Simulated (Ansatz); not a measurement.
**CH₂Al+ (triplet): the correlation ladder, def2-QZVPP**

An exercise on one series of results from a longer session: the logs are not shown, and one member is left open.

The runs use Ansatz 0.2.0, Gaussian basis; def2-QZVPP, core rule «outside noble gas», up to 6 orbitals frozen.

To be run: UHF; ROHF; CCSD(T) on UHF.

2 further runs of the same task are left out: 2 set aside as unsound or not needed.

## The system

The geometry is a PBE0/def2-TZVP stationary point (not a proven minimum) of the parent state, kept for this charge and spin.

4 atoms, charge 1, spin multiplicity 3.

Atoms are counted from 1 here; the program's logs count them from 0.

Bond lengths: Al1–C2 1.971 Å, C2–H3 1.094 Å, C2–H4 1.094 Å. Angles: Al1–C2–H3 125.0°, Al1–C2–H4 125.0°, H3–C2–H4 109.9°.

The first run:

in.yaml reads:

```yaml
crystal:
  periodic: [false, false, false]
  atoms:
    - {symbol: Al, position_ang: [0.000000, 0.000000, 0.704959]}
    - {symbol: C, position_ang: [0.000000, 0.000000, -1.265754]}
    - {symbol: H, position_ang: [0.000000, -0.896128, -1.894102]}
    - {symbol: H, position_ang: [0.000000, 0.896128, -1.894102]}
basis:
  gaussian: {orbitals: "def2-QZVPP.json"}
total_charge: 1
magnetization: {spin_polarized: true, initial_magnetization: 2}
hamiltonian: {xc: hf}
output: {orbitals: {seedname: orbitals}}
```

Command:

```sh
ansatz run in.yaml --threads 1 --pin off --events-out ev --progress --plain --max-ram 4096MiB --backend cpu
```

Among the steps run: UHF; ROHF; CCSD(T) on UHF.

One of the session's tables, all rows but one given; the rest of the session is left out.

| method | from UCCSD(T) (kJ/mol) |
| --- | --- |
| ROHF | +566.6 |
| UHF | +546.7 |
| UMP2 | +76.7 |
| UCCSD | ? |
| UCCSD(T) | 0 |

Estimate the missing values for UCCSD.

The run gave: from UCCSD(T) (kJ/mol): +20.4. In the column «from UCCSD(T) (kJ/mol)» it lies between UCCSD(T) (0) and UMP2 (+76.7).
